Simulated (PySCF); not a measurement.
# Static response to an electric field

Species: C4H10N (charge +1).
Atom-mapped SMILES: `[CH3:1][CH:2]=[N+:3]([CH3:4])[CH3:5]` (hydrogens: H6, H7, H8 on C1; H9 on C2; H10, H11, H12 on C4; H13, H14, H15 on C5)

Geometry (GFN2-xTB, Å), atoms numbered from 1 in this order:
```
atom  x, y, z in Å
C1     1.9250   -0.4691   -0.1510
C2     0.8643    0.3803    0.3946
N3    -0.3796    0.2229    0.1318
C4    -1.4033    1.0723    0.6816
C5    -0.8365   -0.8294   -0.7430
H6     2.8945   -0.1996    0.2556
H7     1.9656   -0.3782   -1.2397
H8     1.7300   -1.5241    0.0534
H9     1.1375    1.1938    1.0569
H10   -0.9780    1.8394    1.3253
H11   -2.1075    0.4729    1.2612
H12   -1.9561    1.5544   -0.1264
H13   -0.3806   -0.7337   -1.7302
H14   -1.9174   -0.7859   -0.8487
H15   -0.5623   -1.8080   -0.3434
```

Level: CAM-B3LYP/def2-SVPD (PySCF), static field, nuclei fixed, core orbitals frozen in the response. The polarisability tensor in these axes (au):

```
x   64.69 -2.87  0.37
y   -2.87 47.45  5.47
z    0.37  5.47 44.45
```

**Question.** Diagonalise the tensor; give its mean and Δα, where Δα² is half the sum of the squared differences of the eigenvalues.

**Answer.** Principal values 40.11, 51.32 and 65.17 au; mean 52.20 au = 7.74 Å³ = 8.61 × 10⁻⁴⁰ C²·m²/J; Δα = 21.75 au (42 % of the mean).

**Question.** Rayleigh depolarisation ratio (linearly polarised light, static tensor)?

**Answer.** ρ = 3Δα²/(45ᾱ² + 4Δα²) = 1418.6/(122614 + 1891.4) = 0.0114.

**Question.** Form Σ f/ω² (atomic units) for the 8 lowest TDDFT singlets, given as eV and f, and set it beside the mean polarisability, which is this sum over all singlets: 7.18, 0.3268; 7.62, 0.0005; 8.28, 0.0011; 8.47, 0.0006; 9.07, 0.1038; 9.10, 0.0106; 9.43, 0.0303; 9.50, 0.0053.

**Answer.** They add up to 6.04 au, 11.6 % of the 52.20 au; the largest single term is 4.69 au, from the state at 7.18 eV. Terms in order: 4.69, 0.01, 0.01, 0.01, 0.93, 0.10, 0.25, 0.04 au. Higher excitations give the rest. The strengths listed sum to 0.479.

**Question.** Along which axes do the principal values lie, and how far do the nuclei extend along each?

**Answer.** Largest value along (0.99, -0.17, -0.03), where the nuclei span 5.07 Å; middle along (0.15, 0.77, 0.62), 3.79 Å; least along (-0.08, -0.62, 0.78), 1.79 Å. The response follows the extents in order.

**Question.** Traceless (Buckingham) quadrupole moment about the centre of nuclear charge: eigenvalues?

**Answer.** -8.99, 0.97, 8.02 D·Å. The values depend on the origin, since the species is charged. The electronic extent ⟨r²⟩ about the same centre is 476 bohr², a root-mean-square distance of 1.83 Å for the 40 electrons.

Geometry: GFN2-xTB; no solvent, vibrations or thermal averaging.
